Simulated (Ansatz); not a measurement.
Results of G0W0@PBE0 (Ansatz, a quantum-chemistry and plane-wave program, hard PAW, contour deformation) for rock-salt KF.

The cell has the measured lattice parameters. Conventional cell: a = 5.3440 Å, b = 5.3440 Å, c = 5.3440 Å, α = 90.00°, β = 90.00°, γ = 90.00°.

The quasiparticle gap at Γ at a fixed k mesh 2×2×2:

```tsv
response cutoff	value (eV)
250 eV, 629 empty bands	11.097
300 eV, 827 empty bands	11.168
400 eV, 1273 empty bands	11.257
500 eV, 1779 empty bands	11.310
```

Q: Taking the value to converge with the response cutoff E as E^(−3/2), extrapolate from the last two rows.

A: With y = y∞ + c/w and weights w = 8000 and 11180 for the last two rows, y∞ = (w2 y2 − w1 y1)/(w2 − w1) = (11180 × 11.310 − 8000 × 11.257)/3180 = 11.443 eV, which lies 0.133 beyond the last row. Successive pairs of rows give 11.394, 11.422, 11.443. The limit also hangs on the law assumed, so its last digits aren't firm.

The other settings are not extrapolated, so this is the limit in one setting alone.

Note: GW on a hybrid start was not checked against another program.
